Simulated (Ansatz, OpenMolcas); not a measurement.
# AlH3 (SMILES [AlH3]): the vertical energy of the triplet above the singlet, rung by rung

AlH3: 4 atoms, total charge 0, spin state singlet. SMILES: `[AlH3]`. The coordinates come from a PBE0-D4/def2-TZVP relaxation.

Each level gives the vertical energy of the triplet above the singlet (eV). The values are calculated.

| level | kind | program | value (eV) | less FCI/3-21G | CPU time (all runs) |
| --- | --- | --- | --- | --- | --- |
| PBE0/3-21G | global hybrid | Ansatz | 4.82 | -0.16 | 3.9 s |
| B2PLYP/3-21G | double hybrid | Ansatz | 5.11 | +0.13 | 3.5 s |
| CASSCF(2,2)/3-21G | multireference | OpenMolcas | 5.17 | +0.19 | 4 s |
| MC-PDFT[tPBE](6,7)/3-21G | multireference | OpenMolcas | 4.91 | -0.07 | 4.9 s |
| BCCD(T)/3-21G | coupled cluster or CI | Ansatz | 4.99 | +0.01 | 0.4 s |
| CCSD(T)/3-21G | coupled cluster or CI | Ansatz | 4.99 | +0.01 | 0.33 s |
| FCI/3-21G | exact in the basis | Ansatz | 4.98 | 0.00 | 0.95 s |
| FCI/3-21G, open shells restricted | exact in the basis | OpenMolcas | 4.98 | 0.00 | 8.4 s |

FCI/3-21G is exact within its basis and frozen core, so for wave-function methods in that basis the difference is their error; functionals converge differently with the basis, so for them it is only a difference. The values span 4.82 to 5.17 eV. All rows use very small basis sets, so none should be taken for the real molecule's value. CPU times are rough (shared hosts, several kinds of processor): they show what a rung costs within a factor of a few.
